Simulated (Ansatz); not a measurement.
Reaction: CH5BO (SMILES BOC) → BH2 (SMILES [BH2], doublet) + CH3O (SMILES [O]C, doublet) (the B-O bond breaks)
Each species at its own B3LYP-D3(BJ)/def2-TZVP minimum (Ansatz, a quantum-chemistry and plane-wave program).

Total energies in hartree (Ansatz). Open shells are spin-unrestricted; no spin-orbit coupling. Correlated methods leave the cores frozen. No relativity.

```csv
species,HF/cc-pVTZ,CCSD(T)/cc-pVTZ,HF/cc-pVQZ,CCSD(T)/cc-pVQZ,CCSD(T)/cc-pVDZ,CCSDT(Q)/cc-pVDZ
1: CH5BO (SMILES BOC),-140.40134,-140.97038,-140.41163,-141.01343,-140.81982,-140.82143
"2: BH2 (SMILES [BH2], doublet)",-25.76030,-25.86304,-25.76199,-25.86898,-25.84018,-25.84056
"3: CH3O (SMILES C[O], doublet)",-114.46570,-114.87469,-114.47449,-114.91011,-114.75483,-114.75595
```

Task: Work out the bond dissociation energy (electronic) in kJ/mol: take Hartree-Fock from cc-pVQZ, extrapolate the CCSD(T) correlation energy as X^-3 (X = 3, 4), and add CCSDT(Q) - CCSD(T) in cc-pVDZ. 1 hartree = 2625.5 kJ/mol.

Result: 
Species 1: correlation (64·(-0.60180) - 27·(-0.56904))/37 = -0.62571; step -0.00161; E1 = -140.41163 + (-0.62571) + (-0.00161) = -141.03895
Species 2: correlation (64·(-0.10699) - 27·(-0.10274))/37 = -0.11009; step -0.00038; E2 = -25.76199 + (-0.11009) + (-0.00038) = -25.87246
Species 3: correlation (64·(-0.43562) - 27·(-0.40899))/37 = -0.45505; step -0.00112; E3 = -114.47449 + (-0.45505) + (-0.00112) = -114.93066
-1·E1 +1·E2 +1·E3 = 0.23583 hartree = 619.2 kJ/mol.
